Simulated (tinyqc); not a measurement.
Inside a calculation (part 1 of 2). Method: RKS/PBE0 in the sto-3g basis, for OH-, spin multiplicity 1. The basis has no diffuse functions, so it cannot describe the extra electron: this is an exercise in the method, not the real anion. Computed by tinyqc, a small Python program that keeps every step (integrals from PySCF). Settings: charge = -1, multiplicity = 1, basis = sto-3g, energy threshold = 1e-09, iteration cap = 62, orthogonalisation = symmetric, start = core, DIIS depth = 4, shift = 1.0, method = RKS, functional = pbe0, grid = [15, 26]. Command: `OMP_NUM_THREADS=1 python tinyqc.py 28071 28072 out.jsonl` (the two numbers bound the seeds that draw the settings). One thread of a shared host (Intel(R) Xeon(R) Processor @ 2.60GHz), about 0.6 s of CPU time with the checks. Later iterations appear only in the table of the cycle.

## One-electron integrals

Geometry (angstrom):
```
atom        x        y        z
O     0.00000  0.00000  0.00000
H     0.00000  0.00000  1.20500
```

Basis sto-3g: exponents (1/bohr^2) and contraction coefficients of normalised primitives:
```
element  l (shell)   exponent  coefficient
O            s (1)  130.70932      0.15433
O            s (1)   23.80886      0.53533
O            s (1)    6.44361      0.44463
O            s (2)    5.03315     -0.09997
O            s (2)    1.16960      0.39951
O            s (2)    0.38039      0.70012
O            p (3)    5.03315      0.15592
O            p (3)    1.16960      0.60768
O            p (3)    0.38039      0.39196
H            s (1)    3.42525      0.15433
H            s (1)    0.62391      0.53533
H            s (1)    0.16886      0.44463
```

Overlap, kinetic and nuclear-attraction integrals over the contracted functions; the nuclear repulsion is the sum of Za Zb / Rab.

nuclear repulsion = 3.5132097 hartree

overlap S, lower triangle:
```
          1O 1s    1O 2s   1O 2px   1O 2py   1O 2pz    2H 1s
1O 1s   1.00000
1O 2s   0.23670  1.00000
1O 2px  0.00000  0.00000  1.00000
1O 2py  0.00000  0.00000  0.00000  1.00000
1O 2pz  0.00000  0.00000  0.00000  0.00000  1.00000
2H 1s   0.02997  0.32804  0.00000  0.00000  0.30040  1.00000
```

kinetic energy T (hartree), lower triangle:
```
           1O 1s    1O 2s   1O 2px   1O 2py   1O 2pz    2H 1s
1O 1s   29.00320
1O 2s   -0.16801  0.80813
1O 2px   0.00000  0.00000  2.52873
1O 2py   0.00000  0.00000  0.00000  2.52873
1O 2pz   0.00000  0.00000  0.00000  0.00000  2.52873
2H 1s   -0.00880  0.03981  0.00000  0.00000  0.13090  0.76003
```

nuclear attraction V (hartree), lower triangle:
```
            1O 1s     1O 2s    1O 2px    1O 2py    1O 2pz     2H 1s
1O 1s   -61.05761
1O 2s    -7.28703  -9.48999
1O 2px    0.00000   0.00000  -9.39352
1O 2py    0.00000   0.00000   0.00000  -9.39352
1O 2pz   -0.00980  -0.12152   0.00000   0.00000  -9.46466
2H 1s    -0.94363  -2.31341   0.00000   0.00000  -1.87343  -4.69180
```

core Hamiltonian H = T + V (hartree), lower triangle:
```
            1O 1s     1O 2s    1O 2px    1O 2py    1O 2pz     2H 1s
1O 1s   -32.05441
1O 2s    -7.45504  -8.68186
1O 2px    0.00000   0.00000  -6.86479
1O 2py    0.00000   0.00000   0.00000  -6.86479
1O 2pz   -0.00980  -0.12152   0.00000   0.00000  -6.93593
2H 1s    -0.95242  -2.27361   0.00000   0.00000  -1.74253  -3.93177
```

## Two-electron integrals

Functions are numbered as in S; the eight-fold symmetry (ij|kl) = (ji|kl) = (kl|ij) leaves the list below.

Two-electron integrals (ij|kl) in chemists' order, unique and non-zero (hartree):
```
(11|11) 4.78507   (21|11) 0.74138   (21|21) 0.13687   (22|11) 1.11895
(22|21) 0.25663   (22|22) 0.81721   (31|31) 0.02448   (32|31) 0.03781
(32|32) 0.18052   (33|11) 1.11581   (33|21) 0.25668   (33|22) 0.81702
(33|33) 0.88016   (41|41) 0.02448   (42|41) 0.03781   (42|42) 0.18052
(43|43) 0.04744   (44|11) 1.11581   (44|21) 0.25668   (44|22) 0.81702
(44|33) 0.78527   (44|44) 0.88016   (51|51) 0.02448   (52|51) 0.03781
(52|52) 0.18052   (53|53) 0.04744   (54|54) 0.04744   (55|11) 1.11581
(55|21) 0.25668   (55|22) 0.81702   (55|33) 0.78527   (55|44) 0.78527
(55|55) 0.88016   (61|11) 0.09488   (61|21) 0.01739   (61|22) 0.03246
(61|33) 0.03240   (61|44) 0.03240   (61|51) 0.00078   (61|52) 0.00148
(61|55) 0.03259   (61|61) 0.00224   (62|11) 0.25808   (62|21) 0.06005
(62|22) 0.21516   (62|33) 0.21132   (62|44) 0.21132   (62|51) 0.00450
(62|52) 0.03608   (62|55) 0.22262   (62|61) 0.00779   (62|62) 0.07343
(63|31) 0.00594   (63|32) 0.03582   (63|53) 0.00726   (63|63) 0.00986
(64|41) 0.00594   (64|42) 0.03582   (64|54) 0.00726   (64|64) 0.00986
(65|11) 0.19755   (65|21) 0.04652   (65|22) 0.17798   (65|33) 0.17015
(65|44) 0.17015   (65|51) 0.00896   (65|52) 0.06367   (65|55) 0.19345
(65|61) 0.00627   (65|62) 0.07390   (65|65) 0.08340   (66|11) 0.43292
(66|21) 0.10233   (66|22) 0.42257   (66|33) 0.40671   (66|44) 0.40671
(66|51) 0.00893   (66|52) 0.10135   (66|55) 0.45380   (66|61) 0.01336
(66|62) 0.19133   (66|65) 0.21989   (66|66) 0.77461
```

## Orthogonalisation

S = U s U^T; symmetric (Loewdin) form X = U s^(-1/2) U^T, so that X^T S X = 1.

eigenvalues of S: 0.52867  0.84110  1.00000  1.00000  1.13683  1.49340

X, lower triangle:
```
           1O 1s     1O 2s   1O 2px   1O 2py    1O 2pz    2H 1s
1O 1s    1.02262
1O 2s   -0.12824   1.07169
1O 2px   0.00000   0.00000  1.00000
1O 2py   0.00000   0.00000  0.00000  1.00000
1O 2pz  -0.00494   0.04448  0.00000  0.00000   1.03975
2H 1s    0.01784  -0.19226  0.00000  0.00000  -0.17249  1.08783
```

## Starting guess

The start is the orbitals of the core Hamiltonian; D = 2 C_occ C_occ^T.

D at the start, lower triangle:
```
           1O 1s     1O 2s   1O 2px   1O 2py    1O 2pz    2H 1s
1O 1s    2.12321
1O 2s   -0.52769   2.25852
1O 2px   0.00000   0.00000  2.00000
1O 2py   0.00000   0.00000  0.00000  2.00000
1O 2pz  -0.02501   0.14028  0.00000  0.00000   2.13687
2H 1s    0.05853  -0.24681  0.00000  0.00000  -0.28578  0.06134
```

## Iteration 1: exchange-correlation on the grid

Becke grid with 15 radial and 26 angular points per atom, points of zero weight dropped. rho = sum D_ij phi_i phi_j; V_xc,ij = sum w v_xc phi_i phi_j plus the gradient terms; v_xc is d(rho eps)/d rho at fixed gradient. Exact exchange is left to K.

The 16 grid points with the largest w rho, of 778 (bohr, atomic units):
```
x                y         z        w      rho  |grad rho|^2    eps_xc      v_xc
0.00000    0.00000  -0.90000  0.17497  0.70045       2.18343  -0.55942  -0.72629
0.00000   -0.90000   0.00000  0.17495  0.70011       2.20014  -0.55936  -0.72607
0.00000    0.90000   0.00000  0.17495  0.70011       2.20014  -0.55936  -0.72607
-0.90000   0.00000   0.00000  0.17495  0.70011       2.20014  -0.55936  -0.72607
0.90000    0.00000   0.00000  0.17495  0.70011       2.20014  -0.55936  -0.72607
0.00000    0.00000   0.90000  0.16271  0.72117       2.75492  -0.56495  -0.73055
0.00000    0.00000  -1.31517  0.48943  0.23910       0.53622  -0.41154  -0.49414
0.00000   -1.31517   0.00000  0.48909  0.23775       0.53352  -0.41098  -0.49295
0.00000    1.31517   0.00000  0.48909  0.23775       0.53352  -0.41098  -0.49295
1.31517    0.00000   0.00000  0.48909  0.23775       0.53352  -0.41098  -0.49295
-1.31517   0.00000   0.00000  0.48909  0.23775       0.53352  -0.41098  -0.49295
0.00000    0.63640   0.63640  0.13811  0.72198       2.47732  -0.56480  -0.73244
0.00000   -0.63640   0.63640  0.13811  0.72198       2.47732  -0.56480  -0.73244
0.63640    0.00000   0.63640  0.13811  0.72198       2.47732  -0.56480  -0.73244
-0.63640   0.00000   0.63640  0.13811  0.72198       2.47732  -0.56480  -0.73244
-0.63640  -0.63640   0.00000  0.13996  0.70011       2.20014  -0.55936  -0.72607
```

electrons on the grid, sum of w rho = 10.00615

E_xc = sum of w rho eps_xc = -7.6751798 hartree

V_xc (hartree), lower triangle:
```
           1O 1s     1O 2s    1O 2px    1O 2py    1O 2pz     2H 1s
1O 1s   -2.34349
1O 2s   -0.32631  -0.64463
1O 2px   0.00000   0.00000  -0.63996
1O 2py   0.00000   0.00000   0.00000  -0.63996
1O 2pz  -0.00079   0.00022   0.00000   0.00000  -0.63880
2H 1s   -0.04215  -0.14432   0.00000   0.00000  -0.10629  -0.16903
```

## Iteration 1: building the Kohn-Sham matrix

J_ij = sum D_kl (ij|kl), K_ij = sum D_kl (ik|jl); F = H + J - 0.125 K + V_xc; E = tr D H + tr D J / 2 - 0.0625 tr D K + E_xc + E_nn.

Coulomb J (hartree), lower triangle:
```
           1O 1s    1O 2s   1O 2px   1O 2py   1O 2pz    2H 1s
1O 1s   18.54937
1O 2s    3.53658  8.78633
1O 2px   0.00000  0.00000  8.77952
1O 2py   0.00000  0.00000  0.00000  8.77952
1O 2pz   0.00268  0.00094  0.00000  0.00000  8.77652
2H 1s    0.44969  2.23558  0.00000  0.00000  1.81378  4.21906
```

exchange K (hartree), lower triangle:
```
          1O 1s    1O 2s   1O 2px   1O 2py   1O 2pz    2H 1s
1O 1s   9.83880
1O 2s   1.71512  2.85796
1O 2px  0.00000  0.00000  2.35583
1O 2py  0.00000  0.00000  0.00000  2.35583
1O 2pz  0.00106  0.00544  0.00000  0.00000  2.35449
2H 1s   0.23161  0.62787  0.00000  0.00000  0.37916  0.22938
```

Kohn-Sham matrix F (hartree), lower triangle:
```
            1O 1s     1O 2s   1O 2px   1O 2py    1O 2pz    2H 1s
1O 1s   -17.07839
1O 2s    -4.45916  -0.89740
1O 2px    0.00000   0.00000  0.98028
1O 2py    0.00000   0.00000  0.00000  0.98028
1O 2pz   -0.00803  -0.12104  0.00000  0.00000   0.90748
2H 1s    -0.57384  -0.26083  0.00000  0.00000  -0.08244  0.08959
```

total energy of this density = -73.2080132 hartree

## Iteration 1: diagonalisation and new density

A level shift of 1 hartree raises the virtual space: F + shift (S - S D(s) S), with D(s) the density of one spin (D/2). Diagonalise F' = X^T F X, C = X C', fill 5 alpha and 5 beta electrons from the bottom; D = 2 C_occ C_occ^T. Each column has its largest component positive (the first on a tie).

F' = X^T F X (hartree), lower triangle:
```
           1         2        3        4         5        6
1  -16.72475
2   -2.49444  -0.00608
3    0.00000   0.00000  0.98028
4    0.00000   0.00000  0.00000  0.98028
5   -0.01796  -0.03679  0.00000  0.00000   1.00614
6   -0.04312  -0.28622  0.00000  0.00000  -0.29933  1.22809
```

orbital energies (hartree): MO1 -17.08941, MO2 0.25751, MO3 0.85821, MO4 0.98028, MO5 0.98028, MO6 1.47708

coefficients C:
```
             MO1       MO2       MO3      MO4       MO5       MO6
1O 1s    0.99341  -0.25310   0.08468  0.00000   0.00000   0.06679
1O 2s    0.02720   0.95271  -0.37908  0.00000   0.00000  -0.38961
1O 2px   0.00000   0.00000   0.00000  0.01044   0.99995   0.00000
1O 2py   0.00000   0.00000   0.00000  0.99995  -0.01044   0.00000
1O 2pz   0.00215   0.16287   0.78144  0.00000   0.00000  -0.68968
2H 1s   -0.00536   0.13718   0.40324  0.00000   0.00000   1.03391
```

D after iteration 1, lower triangle:
```
           1O 1s     1O 2s   1O 2px   1O 2py   1O 2pz    2H 1s
1O 1s    2.11617
1O 2s   -0.49241   2.10421
1O 2px   0.00000   0.00000  2.00000
1O 2py   0.00000   0.00000  0.00000  2.00000
1O 2pz   0.05418  -0.28199  0.00000  0.00000  1.27435
2H 1s   -0.01179  -0.04463  0.00000  0.00000  0.67488  0.36290
```

Within a degenerate level the vectors are fixed only up to a rotation; this is one choice.

## Iteration 2: exchange-correlation on the grid

As before.

The 16 grid points with the largest w rho, of 778 (bohr, atomic units):
```
x                y         z        w      rho  |grad rho|^2    eps_xc      v_xc
0.00000   -0.90000   0.00000  0.17495  0.69137       2.13616  -0.55720  -0.72323
0.90000    0.00000   0.00000  0.17495  0.69137       2.13616  -0.55720  -0.72323
-0.90000   0.00000   0.00000  0.17495  0.69137       2.13616  -0.55720  -0.72323
0.00000    0.90000   0.00000  0.17495  0.69137       2.13616  -0.55720  -0.72323
0.00000   -1.31517   0.00000  0.48909  0.23568       0.52110  -0.40985  -0.49170
1.31517    0.00000   0.00000  0.48909  0.23568       0.52110  -0.40985  -0.49170
-1.31517   0.00000   0.00000  0.48909  0.23568       0.52110  -0.40985  -0.49170
0.00000    1.31517   0.00000  0.48909  0.23568       0.52110  -0.40985  -0.49170
0.00000    0.00000  -0.90000  0.17497  0.58100       1.52982  -0.52836  -0.68409
0.63640   -0.63640   0.00000  0.13996  0.69137       2.13616  -0.55720  -0.72323
-0.63640  -0.63640   0.00000  0.13996  0.69137       2.13616  -0.55720  -0.72323
-0.63640   0.63640   0.00000  0.13996  0.69137       2.13616  -0.55720  -0.72323
0.63640    0.63640   0.00000  0.13996  0.69137       2.13616  -0.55720  -0.72323
0.00000    0.00000  -1.31517  0.48943  0.19581       0.36044  -0.38887  -0.46125
0.92996   -0.92996   0.00000  0.39127  0.23568       0.52110  -0.40985  -0.49170
-0.92996   0.92996   0.00000  0.39127  0.23568       0.52110  -0.40985  -0.49170
```

electrons on the grid, sum of w rho = 10.00898

E_xc = sum of w rho eps_xc = -7.4047247 hartree

V_xc (hartree), lower triangle:
```
           1O 1s     1O 2s    1O 2px    1O 2py    1O 2pz     2H 1s
1O 1s   -2.33864
1O 2s   -0.32213  -0.63113
1O 2px   0.00000   0.00000  -0.63031
1O 2py   0.00000   0.00000   0.00000  -0.63031
1O 2pz   0.00106   0.00287   0.00000   0.00000  -0.61716
2H 1s   -0.04150  -0.15598   0.00000   0.00000  -0.12726  -0.31180
```

## Iteration 2: building the Kohn-Sham matrix

As before.

Coulomb J (hartree), lower triangle:
```
           1O 1s    1O 2s   1O 2px   1O 2py   1O 2pz    2H 1s
1O 1s   18.03404
1O 2s    3.42210  8.51759
1O 2px   0.00000  0.00000  8.51684
1O 2py   0.00000  0.00000  0.00000  8.51684
1O 2pz  -0.00375  0.02175  0.00000  0.00000  8.49552
2H 1s    0.43492  2.21129  0.00000  0.00000  1.82455  4.41399
```

exchange K (hartree), lower triangle:
```
          1O 1s     1O 2s   1O 2px   1O 2py   1O 2pz    2H 1s
1O 1s   9.81106
1O 2s   1.68942   2.76333
1O 2px  0.00000   0.00000  2.32012
1O 2py  0.00000   0.00000  0.00000  2.32012
1O 2pz  0.00458  -0.05547  0.00000  0.00000  1.99131
2H 1s   0.22812   0.77489  0.00000  0.00000  0.70609  0.81680
```

Kohn-Sham matrix F (hartree), lower triangle:
```
            1O 1s     1O 2s   1O 2px   1O 2py    1O 2pz    2H 1s
1O 1s   -17.58540
1O 2s    -4.56624  -1.14081
1O 2px    0.00000   0.00000  0.73172
1O 2py    0.00000   0.00000  0.00000  0.73172
1O 2pz   -0.01306  -0.08996  0.00000  0.00000   0.69352
2H 1s    -0.58753  -0.31516  0.00000  0.00000  -0.13351  0.06832
```

total energy of this density = -74.0788286 hartree

## Iteration 2: DIIS over 2 matrices

error matrix X^T (FDS - SDF) X:
```
          1         2        3        4         5         6
1   0.00000   0.00102  0.00000  0.00000  -0.00155  -0.02998
2  -0.00102   0.00000  0.00000  0.00000   0.03343   0.19727
3   0.00000   0.00000  0.00000  0.00000   0.00000   0.00000
4   0.00000   0.00000  0.00000  0.00000   0.00000   0.00000
5   0.00155  -0.03343  0.00000  0.00000   0.00000   0.68523
6   0.02998  -0.19727  0.00000  0.00000  -0.68523   0.00000
```

B (overlaps of the stored error matrices):
```
               1              2
1  1.0269297e+00  9.5183117e-01
2  9.5183117e-01  1.0209554e+00
```

Minimise |sum c_i e_i|^2 with sum c_i = 1: solve [B -1; -1 0][c; lambda] = [0; -1] with B_ij = tr e_i^T e_j, and take F = sum c_i F_i.

DIIS coefficients: 0.47929  0.52071

extrapolated F (hartree), lower triangle:
```
            1O 1s     1O 2s   1O 2px   1O 2py    1O 2pz    2H 1s
1O 1s   -17.34239
1O 2s    -4.51492  -1.02415
1O 2px    0.00000   0.00000  0.85086
1O 2py    0.00000   0.00000  0.00000  0.85086
1O 2pz   -0.01065  -0.10486  0.00000  0.00000   0.79607
2H 1s    -0.58096  -0.28912  0.00000  0.00000  -0.10903  0.07851
```

## Iteration 2: diagonalisation and new density

As before.

F' = X^T F X (hartree), lower triangle:
```
           1         2        3        4         5        6
1  -16.98779
2   -2.50893  -0.09760
3    0.00000   0.00000  0.85086
4    0.00000   0.00000  0.00000  0.85086
5   -0.03526   0.07667  0.00000  0.00000   1.16236
6   -0.02579  -0.38116  0.00000  0.00000  -0.70996  0.93321
```

orbital energies (hartree): MO1 -17.35299, MO2 0.03262, MO3 0.50301, MO4 0.85086, MO5 0.85086, MO6 1.82754

coefficients C:
```
             MO1       MO2       MO3       MO4      MO5       MO6
1O 1s    0.99356  -0.20833  -0.16576   0.00000  0.00000   0.06703
1O 2s    0.02660   0.74837   0.71162   0.00000  0.00000  -0.36978
1O 2px   0.00000   0.00000   0.00000  -0.12865  0.99169   0.00000
1O 2py   0.00000   0.00000   0.00000   0.99169  0.12865   0.00000
1O 2pz   0.00226   0.24279  -0.53213   0.00000  0.00000  -0.87791
2H 1s   -0.00543   0.40115  -0.56209   0.00000  0.00000   0.87950
```

D after iteration 2, lower triangle:
```
           1O 1s     1O 2s   1O 2px   1O 2py   1O 2pz    2H 1s
1O 1s    2.11610
1O 2s   -0.49488   2.13434
1O 2px   0.00000   0.00000  2.00000
1O 2py   0.00000   0.00000  0.00000  2.00000
1O 2pz   0.07975  -0.39383  0.00000  0.00000  0.68423
2H 1s    0.00841  -0.19985  0.00000  0.00000  0.79298  0.95379
```

Within a degenerate level the vectors are fixed only up to a rotation; this is one choice.

## Iteration 24 (converged): orbitals

converged F (hartree), lower triangle:
```
            1O 1s     1O 2s   1O 2px   1O 2py    1O 2pz    2H 1s
1O 1s   -18.09174
1O 2s    -4.67502  -1.40587
1O 2px    0.00000   0.00000  0.45903
1O 2py    0.00000   0.00000  0.00000  0.45903
1O 2pz   -0.01274  -0.04101  0.00000  0.00000   0.47833
2H 1s    -0.60113  -0.34742  0.00000  0.00000  -0.13242  0.16697
```

Diagonalise F' = X^T F X, C = X C', fill 5 alpha and 5 beta electrons from the bottom; D = 2 C_occ C_occ^T. Each column has its largest component positive (the first on a tie).

F' = X^T F X (hartree), lower triangle:
```
           1         2        3        4         5        6
1  -17.73666
2   -2.53126  -0.50803
3    0.00000   0.00000  0.45903
4    0.00000   0.00000  0.00000  0.45903
5   -0.03165   0.03734  0.00000  0.00000   0.56906
6   -0.04810  -0.24729  0.00000  0.00000  -0.28035  0.35521
```

orbital energies (hartree): MO1 -18.10127, MO2 -0.24513, MO3 0.23165, MO4 0.45903, MO5 0.45903, MO6 0.79433

coefficients C:
```
             MO1       MO2       MO3      MO4       MO5       MO6
1O 1s    0.99398  -0.24335   0.10613  0.00000   0.00000  -0.06375
1O 2s    0.02495   0.90860  -0.50469  0.00000   0.00000   0.35074
1O 2px   0.00000   0.00000   0.00000  0.95803  -0.28666   0.00000
1O 2py   0.00000   0.00000   0.00000  0.28666   0.95803   0.00000
1O 2pz   0.00219   0.06734   0.50879  0.00000   0.00000   0.92165
2H 1s   -0.00508   0.24766   0.71707  0.00000   0.00000  -0.82150
```

D after iteration 24, lower triangle:
```
           1O 1s     1O 2s   1O 2px   1O 2py   1O 2pz    2H 1s
1O 1s    2.11696
1O 2s   -0.49973   2.16176
1O 2px   0.00000   0.00000  2.00000
1O 2py   0.00000   0.00000  0.00000  2.00000
1O 2pz   0.07957  -0.39109  0.00000  0.00000  0.52682
2H 1s    0.02157  -0.27401  0.00000  0.00000  0.76301  1.15109
```

Within a degenerate level the vectors are fixed only up to a rotation; this is one choice.

## Convergence

Stop when the energy changes by less than 1e-09 hartree and every element of the error matrix X^T (F D S - S D F) X is below 9e-06.

Course of the cycle:
```
iteration  E (hartree)     change  largest element of the error matrix
1          -73.2080132          -                             5.72e-01
2          -74.0788286  -8.71e-01                             6.85e-01
3          -74.3298872  -2.51e-01                             1.68e-01
4          -74.3394226  -9.54e-03                             9.07e-02
5          -74.3422859  -2.86e-03                             4.82e-02
6          -74.3430110  -7.25e-04                             2.94e-02
7          -74.3432761  -2.65e-04                             1.84e-02
8          -74.3433823  -1.06e-04                             1.16e-02
9          -74.3434253  -4.30e-05                             7.36e-03
10         -74.3434427  -1.75e-05                             4.67e-03
11         -74.3434498  -7.11e-06                             2.97e-03
12         -74.3434527  -2.90e-06                             1.89e-03
13         -74.3434539  -1.18e-06                             1.21e-03
14         -74.3434544  -4.84e-07                             7.70e-04
15         -74.3434546  -1.98e-07                             4.92e-04
16         -74.3434547  -8.10e-08                             3.14e-04
17         -74.3434547  -3.31e-08                             2.01e-04
18         -74.3434547  -1.36e-08                             1.28e-04
19         -74.3434547  -5.55e-09                             8.21e-05
20         -74.3434547  -2.27e-09                             5.25e-05
21         -74.3434547  -9.31e-10                             3.36e-05
22         -74.3434547  -3.81e-10                             2.15e-05
23         -74.3434547  -1.56e-10                             1.37e-05
24         -74.3434547  -6.39e-11                             8.79e-06
```

PySCF RKS in the same basis, fine grid = -74.3358867 hartree

Converged in 24 iterations. The coarse grid moves the energy by -7.57e-03 hartree.
